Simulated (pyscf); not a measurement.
Structures and frequencies: ωB97X-D3(BJ)/def2-SVP in PySCF.

Task: For the elementary gas-phase step `[CH3][CH2][Cl]` + `[CH3]` [doublet] -> `[CH3][CH2][CH3]` + `[Cl]` [doublet] (doublet surface; C–Cl broken, C–C formed), what barrier and reaction energy does ωB97M-D3(BJ)/def2-TZVP give, measured from the separated reactants?

Result: ΔE‡ = 1.22 eV, ΔE = -0.35 eV. Zero-point energy shifts the barrier by +0.11 eV. It is a substitution at C, with an imaginary mode of 933i cm⁻¹. One saddle was located; it need not be the lowest between these sides. The angle at the attacked C is 160°. Left out: the spin-orbit lowering of Cl.
